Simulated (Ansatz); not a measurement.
Input for Ansatz (development build ahead of 0.2.0):

```yaml
crystal:
  periodic: [false, false, false]
  atoms:
    - { symbol: C, position_ang: [-0.04205, -0.39392, -0.33964] }
    - { symbol: C, position_ang: [0.05925, -0.46411, 1.1574] }
    - { symbol: O, position_ang: [-0.06332, 0.92417, -0.76632] }
    - { symbol: H, position_ang: [-0.87679, -1.02116, -0.75777] }
    - { symbol: H, position_ang: [0.8969, -0.9009, -0.77152] }
    - { symbol: H, position_ang: [-0.01885, -1.44502, 1.53846] }
    - { symbol: H, position_ang: [0.91289, 0.068, 1.5494] }
    - { symbol: H, position_ang: [-0.87002, 0.06495, 1.51701] }
    - { symbol: H, position_ang: [-0.05079, 0.96133, -1.76043] }
basis:
  gaussian: { orbitals: def2-SVP }
hamiltonian:
  xc: hf
correlation:
  method: mp2
  frozen_orbitals: { C: 1, H: 0, O: 1 }
```

The input is written out in the form of the current development build from the run's settings.

Results

```
Converged                       : yes
Reference energy                : -153.95693 hartree
Correlation energy              : -0.48111 hartree
Total energy                    : -154.43805 hartree
Spin squared of the determinant : 0.000
```
